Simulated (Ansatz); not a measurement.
# CHO (doublet): geometry optimisation

Aim: relax a generated start of CHO (doublet) and see which bonds hold.

Computed with Ansatz 0.2.0, Gaussian basis. Level: UKS PBE0/def2-TZVP.

**1. The system as given**

3 atoms, charge 0, spin multiplicity 2.

Atoms are counted from 1 here; the program's logs count them from 0.

Bond lengths: O1–C2 1.180 Å, C2–H3 1.099 Å. Angles: O1–C2–H3 127.3°.

Geometry (Å):

```
O    -0.5531   -0.0193   -0.0014
C     0.6269   -0.0429    0.0019
H     1.3104    0.8178   -0.0005
```

The start was built by rule and, where that kept it together, relaxed with GFN2-xTB. Sticks and bond lists go by distance. 

**2. The run**

Input file in.yaml:

```yaml
crystal:
  periodic: [false, false, false]
  atoms:
    - {symbol: O, position_ang: [-0.553148, -0.019343, -0.001421]}
    - {symbol: C, position_ang: [0.626876, -0.042862, 0.001938]}
    - {symbol: H, position_ang: [1.310413, 0.817784, -0.000537]}
basis:
  gaussian: {orbitals: def2-TZVP}
magnetization: {spin_polarized: true, initial_magnetization: 1}
hamiltonian: {xc: pbe0}
relax: {f_tol: 0.004, max_steps: 80}
```

On the command line:

```
> ansatz run in.yaml --threads 1 --pin off --events-out ev --progress --plain --max-ram 1740MiB
```

What does the calculation give? Wanted: energy gained; shift from the start; total energy; dipole moment; ⟨S²⟩.

As calculated:

| quantity | value |
| --- | --- |
| steps | 6 |
| energy gained | 0.018 eV |
| shift from the start (rms) | 0.016 Å |
| total energy | -3095.8813 eV |
| dipole moment | 1.62 D |
| ⟨S²⟩ | 0.754 |

What this shows: The bonds of the start are those of the end. C2–H3 went from 1.099 to 1.125 Å. No vibrations were run, so this is a stationary point, not a proven minimum, and this spin need not be the ground state's.
